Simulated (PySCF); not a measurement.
## Level of theory and proton affinities: ethyl bromide

Structure: `CCBr` (C2H5Br). Coordinates in Å; atoms count from 1 in this order:
```
C    -0.7794    0.2136   -0.0090
C     0.6164   -0.3564    0.0307
Br    1.9721    1.0108   -0.2758
H    -0.9984    0.6669   -0.9866
H    -1.5114   -0.5916    0.1687
H    -0.9201    0.9822    0.7647
H     0.7802   -1.1133   -0.7473
H     0.8588   -0.7980    1.0060
```

All levels share the PBE0-D3(BJ)/def2-SVP structures and the PBE0-D3(BJ)/def2-SVP thermal terms; only the single-point energies (PySCF) change. Values are proton affinities (298 K, kJ/mol).

```jsonl
{"level": "PBE0-D3(BJ)/6-31G", "Br3": "649"}
{"level": "LDA/def2-TZVP", "Br3": "667"}
{"level": "PBE0-D3(BJ)/def2-SV(P)", "Br3": "672"}
{"level": "M06-2X/def2-TZVP (grid 3)", "Br3": "675"}
{"level": "PBE0-D3(BJ)/6-31G*", "Br3": "679"}
{"level": "PBE0-D3(BJ)/pcseg-1", "Br3": "681"}
{"level": "ωB97M-D3(BJ)/def2-TZVP (grid 3)", "Br3": "682"}
{"level": "CAM-B3LYP-D3(BJ)/def2-TZVP", "Br3": "682"}
{"level": "PBE0-D3(BJ)/ma-def2-SVP", "Br3": "683"}
{"level": "PBE0-D3(BJ)/aug-pcseg-1", "Br3": "685"}
{"level": "LC-ωPBE/def2-TZVP", "Br3": "686"}
{"level": "BHandHLYP/def2-TZVP", "Br3": "686"}
{"level": "HF/def2-TZVP", "Br3": "688"}
{"level": "PBE0-D3(BJ)/def2-SVPD", "Br3": "688"}
{"level": "PBE0-D3(BJ)/aug-cc-pVDZ", "Br3": "689"}
{"level": "PBE0-D3(BJ)/def2-SVP", "Br3": "691"}
{"level": "PBE0-D3(BJ)/cc-pVDZ", "Br3": "691"}
{"level": "HSE06/def2-TZVP", "Br3": "692"}
{"level": "PBE0-D3(BJ)/ma-def2-TZVP", "Br3": "692"}
{"level": "PBE0-D3(BJ)/def2-TZVP", "Br3": "693"}
{"level": "PBE0-D3(BJ)/def2-TZVPD", "Br3": "693"}
{"level": "PBE0-D3(BJ)/pcseg-2", "Br3": "694"}
{"level": "ωB97X-D3(BJ)/def2-TZVP", "Br3": "694"}
{"level": "PBE0-D3(BJ)/cc-pVTZ", "Br3": "695"}
{"level": "PBE0-D3(BJ)/def2-TZVPP", "Br3": "695"}
{"level": "M06/def2-TZVP (grid 3)", "Br3": "695"}
{"level": "r2SCAN-D3(BJ)/def2-TZVP (grid 3)", "Br3": "695"}
{"level": "B3LYP-D3(BJ)/def2-TZVP", "Br3": "696"}
{"level": "PBE-D3(BJ)/def2-TZVP", "Br3": "699"}
{"level": "BP86-D3(BJ)/def2-TZVP", "Br3": "702"}
{"level": "B97-2/def2-TZVP", "Br3": "702"}
{"level": "BLYP-D3(BJ)/def2-TZVP", "Br3": "703"}
{"level": "TPSSh-D3(BJ)/def2-TZVP (grid 3)", "Br3": "705"}
{"level": "TPSS-D3(BJ)/def2-TZVP (grid 3)", "Br3": "708"}
{"level": "M06-L/def2-TZVP (grid 3)", "Br3": "710"}
{"level": "OPBE/def2-TZVP", "Br3": "715"}
```

Hartree-Fock leaves out electron correlation, so its proton affinities can be off by tens of kJ/mol.

The spread: 66 kJ/mol, from 649 to 715.

Caveats: atoms from Ga to Kr are treated without relativity; the best site listed is a halogen, a weak base; protonation of a C–C, C–H or other σ bond isn't listed and may be favoured.
